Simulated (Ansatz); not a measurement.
Results of PBEsol (Ansatz, an electronic-structure program, PAW) for GaS (P6₃/mmc, No. 194).

Problem. Estimate the interlayer binding energy, layer repeat distance and gap between the layers that the calculation returns.

Solution. 
interlayer binding energy: 1.5 meV/Å²
layer repeat distance: 8.011 Å
gap between the layers: 3.401 Å

Note: the cell comes from a level without a dispersion term, which matters for the spacing of layers, chains or molecules; the cell has widely spaced layers and the level no dispersion term, so their spacing and the moduli can rest on weak binding.

The computed numbers hold no vibrational or temperature effects.

It cost about 5 core-minutes (a rough figure) of CPU time.
